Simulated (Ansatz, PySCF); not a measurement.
Reaction (SMILES): C=O (CH2O) [formaldehyde] → C=O (CH2O) as doublet, charge +1 + e-
Each molecule is optimised on its own at B3LYP-D3(BJ)/def2-TZVP (Ansatz, a quantum-chemistry and plane-wave program).

Property: adiabatic ionisation energy (electronic energy difference), in eV. Correlated levels leave the core frozen unless marked. UHF or UKS for open shells. No spin-orbit coupling. No relativistic terms. CBS marks a two-point X^-3 extrapolation of the correlation energy; Hartree-Fock from the larger set.

CCSD(T)/CBS(def2-TZVPPD,def2-QZVPPD) (Ansatz) gives 10.98 eV.

Another calculation gave 10.90 eV. Which level was it?
(A) LC-wPBE/def2-TZVPD (Ansatz)
(B) BLYP/def2-TZVPD (Ansatz)
(C) B97M-V/def2-TZVPD (Ansatz)
(D) HF/def2-TZVPD (PySCF)

A, LC-wPBE/def2-TZVPD (Ansatz). The others give 10.67 (BLYP), 9.46 (HF), 10.78 (B97M-V) eV.
